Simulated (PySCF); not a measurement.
# Basis-set dependence of population analyses: PN

Species: PN.
Structure used (PBE0-D3(BJ)/def2-SVP), in Å, numbered top down from 1:
```
atom  x, y, z in Å
N1     0.7470   -0.0061   -0.0053
P2    -0.7415    0.0086   -0.0230
```

PBE0 throughout (PySCF), one geometry, spherical d and f functions. Geometry: PBE0-D3(BJ)/def2-SVP; no solvent, vibrations or thermal averaging.

Mulliken charges (e):

| basis | functions | N1 | P2 |
| --- | --- | --- | --- |
| STO-3G | 14 | -0.392 | +0.392 |
| 6-31G | 22 | -0.443 | +0.443 |
| pcSseg-0 | 22 | -0.605 | +0.605 |
| 6-31G* | 32 | -0.328 | +0.328 |
| def2-SVP | 32 | -0.272 | +0.272 |
| cc-pVDZ | 32 | -0.258 | +0.258 |
| pcSseg-1 | 41 | -0.364 | +0.364 |
| aug-cc-pVDZ | 50 | -0.453 | +0.453 |
| 6-311+G(2d,p) | 62 | -0.383 | +0.383 |
| cc-pVTZ | 64 | -0.273 | +0.273 |
| def2-TZVP | 68 | -0.259 | +0.259 |
| IGLO-III | 79 | -0.428 | +0.428 |
| pcSseg-3 | 148 | -0.332 | +0.332 |

IAO charges (e):

```csv
basis,functions,N1,P2
STO-3G,14,-0.504,+0.504
6-31G,22,-0.463,+0.463
pcSseg-0,22,-0.467,+0.467
6-31G*,32,-0.491,+0.491
def2-SVP,32,-0.497,+0.497
cc-pVDZ,32,-0.482,+0.482
pcSseg-1,41,-0.503,+0.503
aug-cc-pVDZ,50,-0.508,+0.508
"6-311+G(2d,p)",62,-0.525,+0.525
cc-pVTZ,64,-0.512,+0.512
def2-TZVP,68,-0.522,+0.522
IGLO-III,79,-0.527,+0.527
pcSseg-3,148,-0.527,+0.527
```

Which scheme is steadiest as the basis changes?

Largest range over the bases for any column: IAO 0.06 e, Mulliken 0.35 e. IAO charges move least and Mulliken charges most, counted in e. Without the minimal STO-3G basis the ranges are IAO 0.06, Mulliken 0.35 e.

How much do the charges still move between the two largest bases, IGLO-III and pcSseg-3?

At most, over all atoms: Mulliken 0.097 e, IAO 0.000 e.

What do the same runs give for the total energy, the frontier levels and the dipole moment?

| basis | energy (Eh) | HOMO (eV) | LUMO (eV) | μ (D) |
| --- | --- | --- | --- | --- |
| STO-3G | -391.2931 | -5.51 | 2.39 | 1.91 |
| 6-31G | -395.7836 | -9.19 | -2.15 | 2.34 |
| pcSseg-0 | -395.3270 | -9.24 | -2.17 | 2.41 |
| 6-31G* | -395.8440 | -9.16 | -2.06 | 2.47 |
| def2-SVP | -395.7121 | -9.16 | -2.06 | 2.54 |
| cc-pVDZ | -395.8664 | -9.08 | -1.98 | 2.50 |
| pcSseg-1 | -395.8452 | -9.30 | -2.23 | 2.69 |
| aug-cc-pVDZ | -395.8744 | -9.37 | -2.38 | 2.75 |
| 6-311+G(2d,p) | -395.8928 | -9.38 | -2.43 | 2.89 |
| cc-pVTZ | -395.8984 | -9.24 | -2.27 | 2.73 |
| def2-TZVP | -395.8984 | -9.26 | -2.35 | 2.84 |
| IGLO-III | -395.8973 | -9.29 | -2.28 | 2.88 |
| pcSseg-3 | -395.9135 | -9.30 | -2.44 | 2.89 |

The dipole is fixed by the density alone, so its range of 0.98 D shows that the density itself changes with the basis, not only its division among atoms.
